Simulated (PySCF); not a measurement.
# H4SO at several levels of theory

All levels use the PBE0 minimum (singlet; S–H 1.378 Å (×2), S–H 1.399 Å (×2), S–O 1.468 Å; H–S–H 89.0° (×4), H–S–H 91.8°, H–S–H 177.2°, H–S–O 91.4° (×2), H–S–O 134.1° (×2)), basis [S def2-TZVP, O def2-TZVP, H def2-TZVP], no relativity, density fitting, no spin–orbit coupling, PySCF. For vertical energies the ionised species is a doublet (spins chosen at PBE0 and kept). Atomisation goes to high-spin ground-configuration atoms, without zero-point energy. Open shells are unrestricted, also as the reference of the correlated levels. A dash marks a value that was not computed or is not defined at that level.

```tsv
level	atomisation (kJ/mol)	vertical IP (eV)	−ε(HOMO) (eV)	gap (eV)	dipole (D)
PBE0	1282	10.38	7.83	7.19	3.65
HF	671	9.89	10.86	13.28	4.17
MP2	1222	10.51	–	–	–
PBE	1343	10.44	6.23	4.68	3.42
```
